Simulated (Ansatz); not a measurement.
Geometry optimisation, Ansatz 0.2.0, RKS PBE0/STO-3G.

Input:

```yaml
crystal:
  periodic: [false, false, false]
  atoms:
    - { symbol: "N", position_ang: [0.4884, -1.3478, -0.4583] }
    - { symbol: C, position_ang: [0.544, -0.1166, 0.4104] }
    - { symbol: C, position_ang: [-0.5542, 0.9641, 0.1185] }
    - { symbol: O, position_ang: [-1.7503, 0.4385, 0.2072] }
    - { symbol: F, position_ang: [-0.3625, 1.4581, -1.1315] }
    - { symbol: F, position_ang: [-0.4255, 1.9995, 1.0071] }
    - { symbol: H, position_ang: [0.6484, -1.0075, -1.4299] }
    - { symbol: H, position_ang: [1.2313, -1.9347, -0.2414] }
    - { symbol: H, position_ang: [0.4527, -0.4364, 1.4899] }
    - { symbol: H, position_ang: [1.5464, 0.327, 0.3207] }
    - { symbol: H, position_ang: [-1.7531, -0.4012, -0.2722] }
basis:
  gaussian: { orbitals: STO-3G }
hamiltonian:
  xc: pbe0
relax:
  f_tol: 0.02
  max_steps: 40
scf:
  lower_state_search: "off"
```

Launched with:

```bash
$ ansatz run input.yaml --threads 1 --pin off --max-ram 2048MiB --backend cpu --events-out ev --progress --plain --runs-dir out
```

**Question.** Where does it end, and by what steps?

**Answer.** The forces met the threshold. Limits of this set-up: minimal basis. After 15 steps the energy has fallen by 1.235 eV; H8 moved furthest, 0.87 Å.

```tsv
step	energy less start (eV)	largest force component (eV/Å)	accepted
0	0.0000	7.024	yes
1	-0.9054	2.337	yes
2	-1.0497	0.822	yes
3	-1.0239	1.387	no
4	-1.0947	0.258	yes
5	-1.1331	0.354	yes
6	-1.1665	0.618	yes
7	-1.1892	0.762	yes
8	-1.2194	0.187	yes
9	-1.2266	0.192	yes
10	-1.2301	0.200	yes
11	-1.2329	0.087	yes
12	-1.2339	0.035	yes
13	-1.2344	0.066	yes
14	-1.2346	0.036	yes
15	-1.2347	0.005	yes
```

```xyz
11
Properties=species:S:1:pos:R:3
N 0.222 -1.276 -0.364
C 0.687 0.000 0.274
C -0.563 1.030 0.143
O -1.709 0.317 -0.288
F -0.237 2.060 -0.754
F -0.797 1.650 1.378
H 0.721 -1.403 -1.277
H 0.512 -2.090 0.229
H 0.899 -0.164 1.342
H 1.580 0.426 -0.214
H -1.250 -0.608 -0.448
```

Whether the end is a true minimum wasn't checked by a vibrational analysis.

Time of the run: 20 s on 1 thread of Intel(R) Xeon(R) 6975P-C (Granite Rapids) (shared host), peak memory 0.15 GiB.
